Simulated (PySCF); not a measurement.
Molecule: `[C-]#[N+]CCC`, C4H7N.

Bonds (- single, = double, # triple, : aromatic): C1#N2 1.173 Å, N2-C3 1.415 Å, C3-C4 1.526 Å, C4-C5 1.519 Å. C3 carries H6, H7; C4 carries H8, H9; C5 carries H10, H11, H12. Formal charges: C1 -1, N2 +1.

Spin–spin couplings on one PBE0-D3(BJ)/def2-SVP geometry, PySCF 2.14.0 with density-fitted response routines, gas phase, non-relativistic, equivalent pairs averaged (spin–dipole term only in couplings to heteroatoms); isotopes ¹³C, ¹H, ¹⁵N; functional B3LYP.

Question: How do the couplings (Hz) change with the basis set? Times are CPU seconds on shared hosts with different chips, so compare them loosely. Far from the basis limit: 6-31G*, pcJ-0, 6-31G-J, def2-TZVP, cc-pVTZ.

Answer: 
```
basis set  functions  ¹J(C3,H6)  ¹J(C4,H8)  ¹J(C5,H10)  ¹J(C4,C5)  ¹J(C3,C4)  ¹J(N2,C3)  ¹J(C1,N2)  core-s
   6-31G*         84      157.7      146.2       142.2       49.2       48.9      -18.4       -2.5      11
    pcJ-0         86      126.2      114.4       114.1       28.1       27.9       -5.6       22.2      11
  6-31G-J         88      151.3      137.9       137.2       37.7       36.6      -11.9        4.5      12
def2-TZVP        197      138.8      126.3       125.9       35.9       35.0      -11.0       -4.8      37
    pcJ-1        205      146.5      133.6       133.4       37.8       36.9      -13.4       -9.1      34
  cc-pVTZ        248      129.7      117.5       118.6       26.9       26.4       -9.8      -47.0      49
```

The Fermi-contact term samples the wavefunction at the nucleus, which is why sets with added tight s functions (names with J) are made for couplings.
